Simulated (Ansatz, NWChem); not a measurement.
Worked example: vertical ionisation energy of SiS (SMILES [Si-]#[S+])

The species is SiS (2 atoms), meant as a singlet with charge 0. SMILES: `[Si-]#[S+]`. The bond length is the measured one.

```xyz
2

Si    0.0000    0.0000    0.0000
S     0.0000    0.0000    1.9293
```

Both states at this one shape; open shells run unrestricted unless said. 1 Eh = 27.2114 eV.

```tsv
level	program	singlet SiS (Eh)	doublet SiS+ (Eh)
HF/def2-SVP	Ansatz	-686.257935	-685.914453
B3LYP/def2-TZVPP	NWChem	-687.751077	-687.368289
BCCD(T)/cc-pVTZ, 10 core orbitals frozen	Ansatz	-686.805107	-686.416650
```

Work out the vertical ionisation energy at each level.


1. HF/def2-SVP: -685.914453 − (-686.257935) = 0.343482 Eh = 9.35 eV.
2. B3LYP/def2-TZVPP: -687.368289 − (-687.751077) = 0.382788 Eh = 10.42 eV.
3. BCCD(T)/cc-pVTZ: -686.416650 − (-686.805107) = 0.388457 Eh = 10.57 eV.

No measured value is set beside it here; the levels span 9.35 to 10.57 eV. Hartree–Fock favours the state with fewer electron pairs, since it lacks pair correlation.
